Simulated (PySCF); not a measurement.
**Dipole moment and polarisability across levels of theory**

Compound: F2.
InChI=1S/F2/c1-2

PySCF, dipoles from the SCF density, polarisabilities from static response with core orbitals frozen. Geometry: PBE0-D3(BJ)/def2-SVP; no solvent, vibrations or thermal averaging.

**Question.** How do dipole and polarisability depend on functional and basis here?

**Answer.** 

| level | α (Å³) | error (%) | anisotropy (Å³) |
| --- | --- | --- | --- |
| LDA/def2-SVPD | 1.23 | +5.9 | 0.76 |
| PBE/def2-SVPD | 1.24 | +6.5 | 0.77 |
| B3LYP/def2-SVPD | 1.21 | +4.4 | 0.86 |
| PBE0/def2-SVPD | 1.20 | +3.1 | 0.85 |
| BHandHLYP/def2-SVPD | 1.18 | +2.0 | 0.97 |
| CAM-B3LYP/def2-SVPD | 1.21 | +4.4 | 0.87 |
| wB97X-D/def2-SVPD | 1.21 | +4.2 | 0.86 |
| LC-wPBE/def2-SVPD | 1.21 | +4.0 | 0.82 |
| HF/def2-SVPD | 1.19 | +2.2 | 1.18 |
| PBE0/6-31G* | 0.74 | -36.5 | 0.99 |
| PBE0/def2-SVP | 0.65 | -44.1 | 1.07 |
| PBE0/6-31+G* | 0.97 | -16.0 | 0.99 |
| PBE0/aug-cc-pVDZ | 1.10 | -5.3 | 0.91 |
| PBE0/def2-TZVP | 0.87 | -24.8 | 1.05 |
| PBE0/def2-TZVPD | 1.23 | +5.9 | 0.86 |
| PBE0/aug-cc-pVTZ | 1.19 | +2.4 | 0.88 |

Reference polarisability: 1.160 Å³ (measured, gas; NIST CCCBDB Release 22 (SRD 101), experimental polarizabilities). Reference polarisability: 1.244 Å³ (computed, CCSD(T)/CBS, static electronic, isotropic average, equilibrium geometry, gas; Hait, Head-Gordon, Phys. Chem. Chem. Phys. 20 (2018) 19800). Errors are taken against the first value of each kind. The anisotropy is √(½[(α1 − α2)² + (α2 − α3)² + (α3 − α1)²]). For the polarisability, the smallest error is 2.0% (BHandHLYP/def2-SVPD) and the largest 44.1% (PBE0/def2-SVP). The dipole stays under 0.05 D at every level. In one basis (def2-SVPD) the functionals order the polarisability from BHandHLYP (lowest) to PBE (highest), a spread of 4%. With PBE0 the polarisability is 0.75 Å³ without diffuse functions (mean of 6-31G*, def2-SVP and def2-TZVP) and 1.14 Å³ with them (mean of 6-31+G*, def2-SVPD, aug-cc-pVDZ, def2-TZVPD and aug-cc-pVTZ). Measured values can belong to vibrating molecules; the computed ones are for one fixed geometry.
